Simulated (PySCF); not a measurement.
Gas-phase reaction: 3 Al2O2 ⇌ 3 Al2O + O3

Energies from PySCF, thermal terms from the rigid-rotor harmonic-oscillator model, ideal gas at 1 bar. The comparison is the NASA 1993 polynomial table, which mixes measured and estimated data. After a fit of one offset per element over all species, the range-separated, M06-2X, PBE0/def2-QZVP and CCSD(T)/def2-TZVPP enthalpies, where run, lie to one side of the table for Al2O2 (+36 kJ/mol), Al2O (-34 kJ/mol), O3 (+19 kJ/mol): a fault of the table's entry, another state or a shared error of the levels is possible; this was not checked at source. † marks an energy on the PBE0/def2-TZVP geometry and frequencies. All species are closed-shell singlets. Strong static correlation: Al2O2, O3. The table's entry may be an old estimate for Al2O2, Al2O (not checked at source).

ωB97X-V/def2-TZVP† gives ΔH°(298 K) = 641.4 kJ.

What does BLYP/def2-TZVP† give, and where does the table lie?

BLYP/def2-TZVP†: 750.6 kJ. Table: 889.9 kJ.
